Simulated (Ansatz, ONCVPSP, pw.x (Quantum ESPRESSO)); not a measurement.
# What a changed setting does to a pw.x run (diamond Si)

Potential: optimised norm-conserving Vanderbilt (ONCV), ONCVPSP 4.0.1.1 (patched build), LDA (Perdew-Wang 92); core [Ne], reference 3s2 3p2; waves: 3s: rc 1.75 bohr, ncon 4, nbas 8, qcut 4.3 1/bohr, 2 projectors, debl 2.7 Ha; 3p: rc 2.25 bohr, ncon 4, nbas 7, qcut 4.4 1/bohr, 2 projectors, debl 0.5 Ha; d scattering state at 0.27 Ha: rc 2.05 bohr, ncon 4, nbas 8, qcut 3.9 1/bohr, 2 projectors, debl 3.9 Ha; local part: polynomial inside 1.20 bohr (lpopt 5, dvloc0 3 Ha); core correction: none.

The reference run (k-mesh 9³, cutoffs 35/140 Ry, Fermi–Dirac 0.01 Ry, mixing_beta 0.4, conv_thr 1e-9, no spin) gives -0.72 GPa at 19.694 Å³/atom, where all-electron LAPW gives -0.03 GPa. This run, with its own iteration cap, changes degauss to 0.02.

```
&control
  calculation='scf', prefix='x', pseudo_dir='./', outdir='./tmp', tstress=.true., disk_io='none'
/
&system
  ibrav=0, nat=2, ntyp=1, ecutwfc=35, ecutrho=140, nbnd=11,
  occupations='smearing', smearing='fd', degauss=0.02
/
&electrons
  conv_thr=1e-09, mixing_beta=0.4, electron_maxstep=60
/
ATOMIC_SPECIES
Si 1.0 Si.UPF
CELL_PARAMETERS angstrom
  0.00000000 2.70050288 2.70050288
  2.70050288 0.00000000 2.70050288
  2.70050288 2.70050288 0.00000000
ATOMIC_POSITIONS crystal
Si 0.0000 0.0000 0.0000
Si 0.2500 0.2500 0.2500
K_POINTS automatic
9 9 9 0 0 0
```

```bash
pw.x < Si.scf.in > Si.scf.out
```

**Question.** How does the run end?

**Answer.** It converges in 7 iterations; the free energy moves by -6.7 meV/atom and the pressure by -0.07 GPa. In a metal, with Fermi–Dirac smearing, F lies below its zero-width value by a term in the square of the width.

```
Message from routine setup:
     using ibrav=0 with symmetry is DISCOURAGED, use correct ibrav instead
     lattice parameter (alat)  =       7.2170  a.u.
     unit-cell volume          =     265.8034 (a.u.)^3
     number of electrons       =         8.00
     number of Kohn-Sham states=           11
     kinetic-energy cutoff     =      35.0000  Ry
     charge density cutoff     =     140.0000  Ry
     scf convergence threshold =      1.0E-09
     Exchange-correlation= SLA  PW   NOGX NOGC
     number of k points=    35  Fermi-Dirac smearing, width (Ry)=  0.0200
     iteration #  1     ecut=    35.00 Ry     beta= 0.40
     total energy              =     -15.88122866 Ry
     estimated scf accuracy    <       0.06109721 Ry
     iteration #  2     ecut=    35.00 Ry     beta= 0.40
     total energy              =     -15.87773823 Ry
     estimated scf accuracy    <       0.01547101 Ry
     iteration #  3     ecut=    35.00 Ry     beta= 0.40
     total energy              =     -15.87879309 Ry
     estimated scf accuracy    <       0.00030283 Ry
     iteration #  4     ecut=    35.00 Ry     beta= 0.40
     c_bands:  1 eigenvalues not converged
     total energy              =     -15.87881609 Ry
     estimated scf accuracy    <       0.00000702 Ry
     iteration #  5     ecut=    35.00 Ry     beta= 0.40
     total energy              =     -15.87881740 Ry
     estimated scf accuracy    <       0.00000025 Ry
     iteration #  6     ecut=    35.00 Ry     beta= 0.40
     total energy              =     -15.87881744 Ry
     estimated scf accuracy    <       0.00000001 Ry
     iteration #  7     ecut=    35.00 Ry     beta= 0.40
     the Fermi energy is     6.3936 ev
!    total energy              =     -15.87881744 Ry
     estimated scf accuracy    <          6.7E-11 Ry
     smearing contrib. (-TS)   =      -0.00361661 Ry
     The total energy is F=E-TS. E is the sum of the following terms:
     one-electron contribution =       4.73821035 Ry
     hartree contribution      =       1.07927971 Ry
     xc contribution           =      -4.80356530 Ry
     ewald contribution        =     -16.88912559 Ry
     convergence has been achieved in   7 iterations
          total   stress  (Ry/bohr**3)                   (kbar)     P=       -7.88
     Message from routine punch:
     Nothing written, as per user request (disk_io='none')
```

The run took about 4.6 s on one core of a shared host (Intel(R) Xeon(R) 6975P-C, 192 threads, 756 GiB, load 199).
